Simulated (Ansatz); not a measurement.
**Exact exchange and the HOMO–LUMO gap of CH3N (methanimine)**

CH3N has 5 atoms, charge 0, and is taken as a singlet. As SMILES, `C=N`. Geometry: relaxed at PBE0-D4/def2-TZVP.

The HOMO–LUMO gap y, in eV, basis cc-pVTZ; a is the functional's share of exact exchange. Programs: Ansatz 0.2.0.

```
functional  program     a  y (eV)
    r2SCAN   Ansatz     0    5.20
       PBE   Ansatz     0    4.62
     B3LYP   Ansatz   0.2    6.87
      PBE0   Ansatz  0.25    7.39
   r2SCAN0   Ansatz  0.25       ?
     BHLYP   Ansatz   0.5   10.18
```

Problem. Fit y = c + s·a to the known rows and predict r2SCAN0.

Solution. 
1. Means of the 5 rows: a = 0.1900, y = 6.852.
2. Σ(Δa)² = 0.172, Σ(Δa·Δy) = 1.8021, so the slope is 1.8021/0.172 = 10.477.
3. Intercept: 6.852 − (10.477) × 0.1900 = 4.861. The largest residual of the fit is 0.34.
4. r2SCAN0: 4.861 + (10.477) × 0.25 = 7.48 eV.

The run gave 7.75 eV, so the prediction is off by -0.27 eV, within the scatter of the fit. Exact exchange lowers occupied levels and raises empty ones. The rows mix families of semi-local functionals, which the line can't see.
